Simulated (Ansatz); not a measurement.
```yaml
crystal:
  periodic: [false, false, false]
  atoms:
    - {symbol: Ge, position_ang: [0.000000, 0.000000, 0.000000]}
    - {symbol: N, position_ang: [0.000000, 0.000000, 1.776300]}
basis:
  gaussian: {orbitals: def2-TZVP}
total_charge: 1
hamiltonian: {xc: pbe0}
relax: {f_tol: 0.004, max_steps: 80}
```

```sh
$ ansatz run in.yaml --threads 1 --pin off --events-out ev --progress --plain --max-ram 2176MiB
```

Steps of the relaxation (energy above the last step; positions in Å, forces in eV/Å):

```
2
step 1, 164.3 meV
Ge    0.000    0.000    0.000    0.000    0.000   -2.009
N     0.000    0.000    1.776    0.000    0.000    2.009
```

```
2
step 2, 74.0 meV
Ge    0.000    0.000   -0.021    0.000    0.000   -1.942
N     0.000    0.000    1.797    0.000    0.000    1.942
```

```
2
step 3, 612.6 meV
Ge    0.000    0.000   -0.216    0.000    0.000    3.162
N     0.000    0.000    1.992    0.000    0.000   -3.162
```

```
2
step 5, 0.8 meV
Ge    0.000    0.000   -0.066    0.000    0.000    0.177
N     0.000    0.000    1.843    0.000    0.000   -0.177
```

```
2
step 7, 0.0 meV
Ge    0.000    0.000   -0.062    0.000    0.000    0.000
N     0.000    0.000    1.838    0.000    0.000    0.000
```

Close pairs at the end: Ge1–N2 1.900 Å.

A stationary point of restricted PBE0 after 7 steps (its stability towards spin polarisation wasn't tested). 19 s on 1 thread of Arm Neoverse V2, shared host.
